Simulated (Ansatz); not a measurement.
Cost and result up the ladder for the cluster Li₃H₄ (the lowest doublet isomer of a short search) (7 atoms). Charge 0, multiplicity 2. Geometry: r2SCAN-D4/def2-TZVP.

```
atom    x (Å)    y (Å)    z (Å)
 Li1   0.6870  -0.5870   2.4483
 Li2  -0.3527  -1.9171   0.2076
 Li3   0.1422   0.8668  -0.1639
  H4   0.0279   2.4549  -1.5366
  H5  -0.4200  -0.5855  -0.8720
  H6  -0.2263   1.8626  -1.9234
  H7   0.1419  -2.0948   1.8400
```

Ansatz on 4 threads of Arm Neoverse V2 on a shared host. Times are rough, and most runs start from the orbitals of an earlier one. ωB97M-V/def2-TZVP serves as the yardstick here, not as an exact answer. Differences are given only for rows in sets of like size (and for xTB, whose basis is part of the method), since another set adds its own error. Binding counts from free atoms at the same level (Li doublet, H doublet; other spins of the atoms weren't run), without zero-point energy or a counterpoise term.

B3LYP takes the VWN-RPA correlation. Correlated methods freeze no core orbitals; core or outer-core shells of Li are correlated, in sets that lack core-valence functions. In the doublet, H4 and H6 lie 0.75 Å apart (atoms count from 1), so H2 has formed as a molecule. The structure comes from a short search, and lower isomers may exist.

Correlated methods converge slowly with the basis.

```
                            level  functions  wall time
                        HF/STO-3G         19     0.05 s
                         HF/6-31G         35      0.1 s
                  PBE-D4/def2-SVP         47     0.45 s
                   B3LYP-D4/6-31G         35     0.45 s
                 PBE0-D4/def2-SVP         47     0.45 s
                 PBE-D4/def2-TZVP         66      0.5 s
revPBE-D4/def2-TZVP (with forces)         66     0.55 s
                BLYP-D4/def2-TZVP         66     0.55 s
                PBE0-D4/def2-TZVP         66     0.65 s
               PBE0-D4/def2-TZVPD         87      0.7 s
              r2SCAN-D4/def2-TZVP         66      1.1 s
             r2SCAN-D4/def2-TZVPD         87      1.4 s
                ωB97M-V/def2-TZVP         66      1.9 s
               CCSD(T)/def2-TZVPP        113      5.5 s
```

Task: Estimate what each level gives for the binding energy per atom (eV).

Result: 
```json
{"level": "HF/STO-3G", "binding energy per atom (eV)": "1.76", "difference from ωB97M-V/def2-TZVP (eV)": "–"}
{"level": "HF/6-31G", "binding energy per atom (eV)": "1.28", "difference from ωB97M-V/def2-TZVP (eV)": "–"}
{"level": "PBE-D4/def2-SVP", "binding energy per atom (eV)": "1.76", "difference from ωB97M-V/def2-TZVP (eV)": "–"}
{"level": "B3LYP-D4/6-31G", "binding energy per atom (eV)": "1.80", "difference from ωB97M-V/def2-TZVP (eV)": "–"}
{"level": "PBE0-D4/def2-SVP", "binding energy per atom (eV)": "1.75", "difference from ωB97M-V/def2-TZVP (eV)": "–"}
{"level": "PBE-D4/def2-TZVP", "binding energy per atom (eV)": "1.74", "difference from ωB97M-V/def2-TZVP (eV)": "-0.05"}
{"level": "revPBE-D4/def2-TZVP (with forces)", "binding energy per atom (eV)": "1.74", "difference from ωB97M-V/def2-TZVP (eV)": "-0.05"}
{"level": "BLYP-D4/def2-TZVP", "binding energy per atom (eV)": "1.81", "difference from ωB97M-V/def2-TZVP (eV)": "0.02"}
{"level": "PBE0-D4/def2-TZVP", "binding energy per atom (eV)": "1.73", "difference from ωB97M-V/def2-TZVP (eV)": "-0.06"}
{"level": "PBE0-D4/def2-TZVPD", "binding energy per atom (eV)": "1.74", "difference from ωB97M-V/def2-TZVP (eV)": "-0.05"}
{"level": "r2SCAN-D4/def2-TZVP", "binding energy per atom (eV)": "1.77", "difference from ωB97M-V/def2-TZVP (eV)": "-0.02"}
{"level": "r2SCAN-D4/def2-TZVPD", "binding energy per atom (eV)": "1.78", "difference from ωB97M-V/def2-TZVP (eV)": "-0.01"}
{"level": "ωB97M-V/def2-TZVP", "binding energy per atom (eV)": "1.79", "difference from ωB97M-V/def2-TZVP (eV)": "0.00"}
{"level": "CCSD(T)/def2-TZVPP", "binding energy per atom (eV)": "1.79", "difference from ωB97M-V/def2-TZVP (eV)": "0.00"}
```
